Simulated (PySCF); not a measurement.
# Core-level binding energies of cyclobutane

Compound: cyclobutane, C4H8.
Bonds: C1–C2, C2–C3, C3–C4, C1–C4. Hydrogens: H5, H6 on C1; H7, H8 on C2; H9, H10 on C3; H11, H12 on C4.

Theory: delta-SCF UKS SCAN, pcX-2 on the ionised atom, pcseg-1 elsewhere, spin-free X2C in PySCF 2.14.0. Each binding energy is the total energy of the core-ionised species, with the hole localised on one atom, minus that of the ground state; both are solved self-consistently, so orbital relaxation is included.

Task: List the computed XPS lines with their assignment.

Result: 
```tsv
atom(s)	environment	level	binding energy (eV)	count
C1/C2/C3/C4	four-membered-ring carbon	C 1s	290.41	4
```

Task: Which photon energy gives electrons from C 1s of C1/C2/C3/C4 a kinetic energy of 150 eV, and what is their de Broglie wavelength?

Result: hν = 290.41 + 150 = 440.41 eV, recoil neglected; λ = 12.264 Å/√(E/eV) = 1.00 Å.

Task: Give the binding energy of C 1s of C1/C2/C3/C4 in hartree and in kJ/mol.

Result: 290.41 eV = 10.6724 Eh = 28020 kJ/mol.

Atoms equivalent by their bonding share one computed value, that of the first of them. Geometry: PBE0-D3(BJ)/def2-SVP; no solvent, vibrations or thermal averaging.
